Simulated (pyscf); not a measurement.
`[SnH2]` [singlet] + `[H][H]` + `[H][H]` → `[SnH4]` + `[H][H]`, a multi-bond step (singlet surface; H–H, H–H broken, H–Sn, H–Sn, H–H formed). Structures and frequencies: ωB97X-D3(BJ)/def2-SVP in PySCF. Energies in kcal/mol from the separated reactants.

Small-basis levels: PySCF, no dispersion term, spherical d functions. AM1 to PM7: differences of heats of formation from MOPAC, which are fitted to 298 K values and so differ in kind from electronic energies by zero-point and thermal terms. 

```json
[
 {"level": "HF/6-31G*+LANL2DZ", "barrier": "68.0", "reaction energy": "-21.0"},
 {"level": "MP2/6-31G*+LANL2DZ", "barrier": "58.6", "reaction energy": "-20.7"},
 {"level": "BP86/6-31G*+LANL2DZ", "barrier": "34.7", "reaction energy": "-23.3"},
 {"level": "PBE/6-31G*+LANL2DZ", "barrier": "32.4", "reaction energy": "-24.2"},
 {"level": "B3LYP/LANL2DZ", "barrier": "42.1", "reaction energy": "-23.8"},
 {"level": "B3LYP/6-31G*+LANL2DZ", "barrier": "43.1", "reaction energy": "-22.7"},
 {"level": "PBE/def2-SVP", "barrier": "26.7", "reaction energy": "-22.3"},
 {"level": "AM1", "barrier": "?", "reaction energy": "-5.5"},
 {"level": "PM7", "barrier": "?", "reaction energy": "+15.1"},
 {"level": "ωB97M-D3(BJ)/def2-TZVP", "barrier": "?", "reaction energy": "-22.8"}
]
```

Question: Complete the blanks.

Answer: 
- AM1, barrier: 38.9
- PM7, barrier: 76.3
- ωB97M-D3(BJ)/def2-TZVP, barrier: 42.0

Against the last row the barrier runs from -15.3 (PBE/def2-SVP) to +34.3 kcal/mol (PM7). ωB97M-D3(BJ)/def2-TZVP has limits of its own. One saddle was located; it need not be the lowest between these sides. In the def2 sets elements past Kr carry core potentials, without spin-orbit coupling.
